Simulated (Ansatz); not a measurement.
Relaxation of CH3SSi (6 atoms, charge 0, multiplicity 2), to a largest force component of 0.02 eV/Å in at most 50 steps.

All numbers below come from UKS PBE-D4/def2-SVP in Ansatz 0.2.0.

```xyz
6
Properties=species:S:1:pos:R:3:forces:R:3
C -0.815 -1.026 -0.573 0.24 0.61 0.15
Si -0.165 0.583 -0.249 5.29 -0.11 4.81
S 1.411 0.416 1.215 -0.71 0.16 -0.68
H -1.626 -1.110 -1.300 -1.20 -2.32 -0.75
H -0.112 2.032 -0.444 -0.87 0.63 -0.89
H -1.177 -0.043 -1.060 -2.75 1.03 -2.63
```

Where does it end, and by what steps?

It converged. After 11 steps the energy has fallen by 4.446 eV; H4 moved furthest, 0.86 Å. Parted: Si2–H6.

```json
{"step": "0", "energy less start (eV)": "0.0000", "largest force component (eV/Å)": "5.293", "accepted": "yes"}
{"step": "1", "energy less start (eV)": "-1.3361", "largest force component (eV/Å)": "3.149", "accepted": "yes"}
{"step": "2", "energy less start (eV)": "-2.3691", "largest force component (eV/Å)": "2.381", "accepted": "yes"}
{"step": "3", "energy less start (eV)": "-3.2209", "largest force component (eV/Å)": "2.234", "accepted": "yes"}
{"step": "4", "energy less start (eV)": "-3.7060", "largest force component (eV/Å)": "2.272", "accepted": "yes"}
{"step": "5", "energy less start (eV)": "-4.1580", "largest force component (eV/Å)": "0.634", "accepted": "yes"}
{"step": "6", "energy less start (eV)": "-4.3676", "largest force component (eV/Å)": "0.314", "accepted": "yes"}
{"step": "7", "energy less start (eV)": "-4.3588", "largest force component (eV/Å)": "0.736", "accepted": "no"}
{"step": "8", "energy less start (eV)": "-4.4048", "largest force component (eV/Å)": "0.224", "accepted": "yes"}
{"step": "9", "energy less start (eV)": "-4.4376", "largest force component (eV/Å)": "0.195", "accepted": "yes"}
{"step": "10", "energy less start (eV)": "-4.4458", "largest force component (eV/Å)": "0.064", "accepted": "yes"}
{"step": "11", "energy less start (eV)": "-4.4464", "largest force component (eV/Å)": "0.013", "accepted": "yes"}
```

```xyz
6
Properties=species:S:1:pos:R:3
C -1.072 -0.401 -0.906
Si 0.097 0.656 -0.024
S 1.453 -0.008 1.278
H -1.080 -1.493 -0.751
H -0.070 2.105 -0.386
H -1.815 -0.008 -1.622
```

Whether the end is a true minimum wasn't checked by a vibrational analysis.

Time of the run: 24 s on 2 threads of Arm Neoverse V1, on a shared host, peak memory 0.16 GiB.
